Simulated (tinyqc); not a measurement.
Worked calculation: CISD on RHF in the sto-3g basis, frozen core, for LiH, spin multiplicity 1. One step of it, computed by the program tinyqc.

Task: CISD: determinants and Hamiltonian. Slater-Condon rules over spin orbitals, with the nuclear repulsion and the energy of the frozen orbital added and E(HF) subtracted on the diagonal. Only determinants linked to the reference directly or through others are kept (one block of an abelian symmetry group), so some states are absent.

one-electron integrals dressed by the frozen orbital, h + 2 (pq|11) - (p1|1q) (hartree):
```
           2          3          4          5          6
2  -0.793654   0.046318   0.000000   0.000000  -0.134509
3   0.046318  -0.364733   0.000000   0.000000   0.068518
4   0.000000   0.000000  -0.366388   0.000000   0.000000
5   0.000000   0.000000   0.000000  -0.366388   0.000000
6  -0.134509   0.068518   0.000000   0.000000  -0.210574
```

energy of the frozen orbital, 2 h_11 + (11|11) = -7.85915873 hartree

Two-electron integrals over orbitals (pq|rs), unique and non-zero (hartree); the lowest 1 orbital is frozen and left out:
```
(22|22) 0.497019    (32|22) -0.046318   (32|32) 0.011818    (33|22) 0.227888
(33|32) 0.005644    (33|33) 0.339109    (42|42) 0.024215    (43|42) 0.019195
(43|43) 0.041341    (44|22) 0.277101    (44|32) 0.004353    (44|33) 0.282293
(44|44) 0.312946    (52|52) 0.024215    (53|52) 0.019195    (53|53) 0.041341
(54|54) 0.016869    (55|22) 0.277101    (55|32) 0.004353    (55|33) 0.282293
(55|44) 0.279207    (55|55) 0.312946    (62|22) 0.134509    (62|32) -0.033105
(62|33) -0.008142   (62|44) -0.008671   (62|55) -0.008671   (62|62) 0.122645
(63|22) -0.050812   (63|32) 0.008100    (63|33) 0.036085    (63|44) 0.001109
(63|55) 0.001109    (63|62) -0.030777   (63|63) 0.026290    (64|42) -0.019457
(64|43) -0.013895   (64|64) 0.019331    (65|52) -0.019457   (65|53) -0.013895
(65|65) 0.019331    (66|22) 0.458463    (66|32) -0.041693   (66|33) 0.242212
(66|44) 0.269658    (66|55) 0.269658    (66|62) 0.142752    (66|63) -0.043337
(66|66) 0.456846
```

nuclear repulsion = 1.08660618 hartree

Hartree-Fock energy = -7.86284167 hartree

Give: determinants; H - E(HF) between determinants.

Result:

Occupation strings over the orbitals (2 doubly, a alpha, b beta, 0 empty; spin orbitals ordered 1a 1b 2a 2b ...): 220000 2ab000 2a000b 2ba000 2b000a 202000 20a00b 200200 200020 20b00a 200002

H - E(HF) between determinants (hartree):
```
         220000   2ab000   2a000b   2ba000   2b000a   202000   20a00b   200200
220000   0.0000   0.0000   0.0000   0.0000   0.0000   0.0118  -0.0331   0.0242
2ab000   0.0000   0.1598   0.0177  -0.0118   0.0331   0.0520   0.0081   0.0192
2a000b   0.0000   0.0177   0.5445   0.0331  -0.1226   0.0081   0.0046  -0.0195
2ba000   0.0000  -0.0118   0.0331   0.1598   0.0177  -0.0520   0.1427  -0.0192
2b000a   0.0000   0.0331  -0.1226   0.0177   0.5445  -0.0081   0.0308   0.0195
202000   0.0118   0.0520   0.0081  -0.0520  -0.0081   0.6999   0.1046   0.0413
20a00b  -0.0331   0.0081   0.0046   0.1427   0.0308   0.1046   0.7572  -0.0139
200200   0.0242   0.0192  -0.0195  -0.0192   0.0195   0.0413  -0.0139   0.6705
200020   0.0242   0.0192  -0.0195  -0.0192   0.0195   0.0413  -0.0139   0.0169
20b00a   0.0331   0.1427   0.0308   0.0081   0.0046  -0.1046  -0.0263   0.0139
200002   0.1226  -0.0308   0.0082   0.0308  -0.0082   0.0263   0.0252   0.0193

         200020   20b00a   200002
220000   0.0242   0.0331   0.1226
2ab000   0.0192   0.1427  -0.0308
2a000b  -0.0195   0.0308   0.0082
2ba000  -0.0192   0.0081   0.0308
2b000a   0.0195   0.0046  -0.0082
202000   0.0413  -0.1046   0.0263
20a00b  -0.0139  -0.0263   0.0252
200200   0.0169   0.0139   0.0193
200020   0.6705   0.0139   0.0193
20b00a   0.0139   0.7572  -0.0252
200002   0.0193  -0.0252   1.1260
```
